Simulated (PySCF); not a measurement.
# Carbon: a sound run and one with changed settings

Sound run: C [He] 2s2 2p2, C⁺ [He] 2s2 2p1. All numbers are calculated (PySCF 2.14, no relativity, point nucleus, in def2-TZVP (5s3p2d1f, 31 functions)). In the sound run the correlated levels freeze 1s2. The sound run starts from symmetry-adapted Hartree-Fock orbitals and uses a fine grid where one is needed.

A second run was set up differently.

| species | method | sound run (hartree) | changed run (hartree) | converged |
| --- | --- | --- | --- | --- |
| C | MP2 | -37.75859 | -37.69966 | yes |
| C | CCSD(T) | -37.78103 | -37.70199 | yes |

Ionisation energy of C:

```csv
method,sound run (eV),changed run (eV)
UHF,10.801,10.801
MP2,11.242,10.997
SCS-MP2,11.115,10.866
CCSD,11.145,11.060
CCSD(T),11.169,11.060
CCSDT,n/a,11.060
FCI,n/a,11.060
```

(1) What was changed?
A. a valence shell is frozen
B. too few SCF iterations
C. all electrons correlated in a valence basis
D. level shift left on

Results:

(1) A. Freezing a valence shell removes pair correlation that changes on ionisation.
